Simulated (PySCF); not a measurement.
Numbering as in the mapped SMILES `[CH3:1]/[CH:2]=[C:3]1\[CH2:4][C@H:5]1[OH:6]` (H(Xn): hydrogen on atom n). Ha(C4) is cis to O6 on the ring; Hb(C4) is trans to O6 on the ring.

Geometry: PBE0-D3(BJ)/def2-SVP; GIAO absolute shieldings from PySCF 2.14, gas phase, non-relativistic, averaged over equivalent atoms.

At B97-D/pcSseg-1 (142 basis functions, 19 s wall time on 1 thread of an Arm Neoverse V1, shared host):
| atoms | σ (ppm) |
| --- | --- |
| C3 | 47.5 |
| C2 | 56.7 |
| C5 | 127.6 |
| C1 | 158.6 |
| C4 | 164.4 |
| O6 | 276.0 |
| H(C2) | 25.07 |
| H(C5) | 27.62 |
| H(C1) | 29.44 |
| Hb(C4) | 30.04 |
| Ha(C4) | 30.63 |
| H(O6) | 32.01 |

**Question.** Estimate the result of repeating the calculation with BP86/pcSseg-1.

**Answer.** 
| atoms | σ at BP86/pcSseg-1 | change |
| --- | --- | --- |
| C3 | 43.5 | -4.0 |
| C2 | 53.6 | -3.1 |
| C5 | 126.7 | -0.9 |
| C1 | 159.1 | +0.5 |
| C4 | 164.1 | -0.3 |
| O6 | 276.9 | +0.9 |
| H(C2) | 24.86 | -0.21 |
| H(C5) | 27.43 | -0.19 |
| H(C1) | 29.31 | -0.13 |
| Hb(C4) | 29.89 | -0.15 |
| Ha(C4) | 30.48 | -0.15 |
| H(O6) | 31.93 | -0.08 |

The largest change is at C3 (fully substituted alkene carbon). Cost: 142 basis functions, 17 s wall time on 1 thread of an x86-64 server CPU, shared host. The order of the carbon signals is the same at both levels.
